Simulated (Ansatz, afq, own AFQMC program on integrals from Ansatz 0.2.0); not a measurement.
## Ge, triplet in def2-TZVP, levels against full CI

A free Ge atom.

Basis def2-TZVP. Only valence electrons are correlated. Ansatz 0.2.0 and our own AFQMC program on the same integrals; the CISD trial comes from CCSD amplitudes, and released means the phaseless constraint is let go. Uncertainties: one standard error, sampling alone. No spin–orbit coupling.

Determinant: UHF, the one that the program's search chose, which needn't be the lowest solution.

Full CI on the same integrals is exact in this basis and with this determinant's frozen core.

Cautions: no relativity below Rb; no spin-orbit coupling; inner d shell frozen; the released energies are still falling, so no released level is given (meV from the phaseless value at times in 1/Eh: 7 ± 9 at 0.24, 1 ± 3 at 0.50, -3.0 ± 0.6 at 1.00, -3.7 ± 0.6 at 1.50), though the last usable value meets full CI within the noise.

```
T1 diagnostic                               : 0.0092
weight of the determinant in the CISD state : 0.944
⟨S²⟩ of the determinant                     : 2.011
size of the correlated space                : 4 electrons in 34 orbitals
```

| level | correlation energy (eV) |
| --- | --- |
| MP2 | -1.3589 |
| CCSD | -1.7628 |
| CCSD(T) | -1.8120 |

(1) Estimate where full CI lies against CCSD(T) on the same integrals.

(1) 0.34 kcal/mol below CCSD(T).

Reference: full CI, correlation energy -1.827 eV.

| level | E − E(reference) (kcal/mol) | share of correlation (%) |
| --- | --- | --- |
| CCSD(T) | 0.34 | 99.19 |
| CCSDT | 0.03 | 99.93 |
| CCSDT(Q) | 0.01 | 99.99 |
| ph-AFQMC/HF | 1.24 ± 0.22 | 97.05 |
| ph-AFQMC/CISD | 0.12 ± 0.02 | 99.72 |

CCSDT and higher add their correlation energy to the determinant of the CCSD(T) run, since their own runs factorise the integrals more tightly (a shift of under 2 meV). A walk keeps the symmetry of its determinant, which the program's search chose and which needn't be the lowest solution, so a lower state of the same spin and another symmetry isn't excluded.
